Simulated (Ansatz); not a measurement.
Cost and result up the ladder for C₃ (3 atoms). Charge 0, multiplicity 1. Geometry: r2SCAN-D4/def2-TZVP.

Cartesian coordinates in Å:
```
C 0.000 0.000 0.000
C -0.137 1.208 -0.439
C 0.138 -1.208 0.439
```

Ansatz on 4 threads of Arm Neoverse V2 on a shared host. Times are rough, and most runs start from the orbitals of an earlier one. PBE0-D4/def2-TZVPD serves as the yardstick here, not as an exact answer. Differences are given only for rows in sets of like size (and for xTB, whose basis is part of the method), since another set adds its own error. Binding counts from free atoms at the same level (C triplet; other spins of the atoms weren't run), without zero-point energy or a counterpoise term.

B3LYP takes the VWN-RPA correlation. HSE06 is defined as in plane-wave codes, on full-range PBE exchange. Correlated methods freeze 3 core orbitals. The structure comes from a short search, and lower isomers may exist.

Run but left out: HF/def2-TZVP (restricted singlet, unstable towards broken spin symmetry); HF/6-31G (restricted singlet, unstable in another Hartree–Fock run and untested here).

Correlated methods converge slowly with the basis.

| level | functions | wall time | binding energy per atom (eV) | difference from PBE0-D4/def2-TZVPD (eV) | remarks |
| --- | --- | --- | --- | --- | --- |
| PBE-D4/def2-SVP | 42 | 0.15 s | 5.03 | – | – |
| B3LYP-D4/6-31G | 27 | 0.15 s | 4.42 | – | – |
| PBE0-D4/def2-SVP | 42 | 0.15 s | 4.72 | – | – |
| PBE-D4/def2-TZVP | 93 | 0.3 s | 4.98 | 0.31 | – |
| PBE-D4/def2-TZVPD | 111 | 0.35 s | 4.98 | 0.31 | – |
| PBE0-D4/def2-TZVPD | 111 | 0.4 s | 4.68 | 0.00 | – |
| HSE06-D4/def2-TZVP | 93 | 0.4 s | 4.69 | 0.01 | – |
| PBE0-D4/def2-TZVP (with forces) | 93 | 0.45 s | 4.68 | 0.00 | – |
| RPA@PBE/def2-TZVP | 93 | 0.5 s | 4.22 | -0.46 | – |
| CCSD(T)/def2-TZVPP | 93 | 0.6 s | 4.46 | -0.22 | large T1 (0.023), restricted SCF unstable |
| r2SCAN-D4/def2-TZVP | 93 | 0.65 s | 4.62 | -0.06 | – |
| r2SCAN-D4/def2-TZVPD | 111 | 0.75 s | 4.62 | -0.06 | – |
| B97M-V/def2-TZVP | 93 | 0.85 s | 4.71 | 0.03 | – |
| CCSD(T)/def2-TZVPD | 111 | 0.95 s | 4.46 | -0.21 | large T1 (0.023), restricted SCF unstable |
